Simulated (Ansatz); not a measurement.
The input, for Ansatz 0.2.0:

```yaml
crystal:
  periodic: [false, false, false]
  atoms:
    - {symbol: B, position_ang: [0.000000, 0.000000, 0.000000]}
    - {symbol: S, position_ang: [0.000000, 0.000000, 1.703300]}
basis:
  gaussian: {orbitals: STO-3G}
total_charge: 1
magnetization: {spin_polarized: false, initial_magnetization: 4}
hamiltonian: {xc: hf}
output: {orbitals: {seedname: orbitals}}
```

```sh
$ ansatz run in.yaml --threads 1 --pin off --events-out ev --progress --plain --max-ram 2393MiB
```

Log:

```
157 factors; integrals over basis functions are off by at most 4.1e-5 eV
mean field evaluation 1: about -11348.9338 eV, gradient 8.1e0 eV
mean field evaluation 2: about -11348.9536 eV, gradient 8.1e0 eV
mean field evaluation 4: about -11350.2181 eV, gradient 8.3e-1 eV
mean field evaluation 8: about -11350.2292 eV, gradient 9.6e-6 eV
mean field -11350.22922186 eV, -417.1132304417 hartree, gradient 9.7e-6 eV, S^2 6.000000; 0 other end points of the search recorded, 0 dependent functions left out
reference -11350.22922186 eV, -417.1132304417 hartree; 12, 8 occupied and 2, 6 virtual orbitals, 157 factors
Total energy: -11350.22922186 eV, -417.1132304417 hartree
```

Ran on 1 thread of Arm Neoverse V2, shared host: 0.06 s wall, 0.13 GiB peak host memory.
